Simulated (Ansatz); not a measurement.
## Ansatz (development build ahead of 0.2.0) run

```yaml
crystal:
  periodic: [false, false, false]
  atoms:
    - { symbol: C, position_ang: [0.0, 0.0, 0.0] }
    - { symbol: C, position_ang: [0.0, 0.0, 1.21] }
    - { symbol: H, position_ang: [0.0, 0.0, -1.06] }
basis:
  gaussian: { orbitals: pcseg-2 }
magnetization:
  initial_magnetization: 1
hamiltonian:
  xc: pbe0
```

The input is written out in the form of the current development build from the run's settings.

Results

```yaml
Converged: yes
Total_energy: -76.53235 hartree
Spin_squared_of_the_determinant: 0.750
Stability_test: minimum among restricted orbitals
```
